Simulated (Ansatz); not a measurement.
This Ansatz (a quantum-chemistry and plane-wave program) input (CCSD(T)/cc-pCVDZ) gives -957.84397 Eh with 77 basis functions. A basis named .json is the Basis Set Exchange file of that set (core-valence sets with the plain set on hydrogen).

Ansatz 0.2 input:
```yaml
crystal:
  periodic: [false, false, false]
  atoms:
    - {symbol: C, position_ang: [0.15843431, -0.00360145, 0.66878908]}
    - {symbol: Cl, position_ang: [-0.06875929, 1.47284799, -0.15074332]}
    - {symbol: Cl, position_ang: [-0.03583858, -1.47140540, -0.17439705]}
    - {symbol: H, position_ang: [0.82755792, -0.00291530, 1.51465181]}
basis:
  gaussian:
    orbitals: cc-pCVDZ.json
magnetization: {spin_polarized: true, initial_magnetization: 1}
correlation: {method: ccsd_t, electrons: outside_noble_gas}
```

Change:
```diff
- orbitals: cc-pCVDZ.json
+ orbitals: cc-pV_T+d_Z.json
```

**Question.** What does the run give now?

**Answer.** -958.03660 Eh (CCSD(T)/cc-pV(T+d)Z, 122 functions), a change of -192.63 mEh.
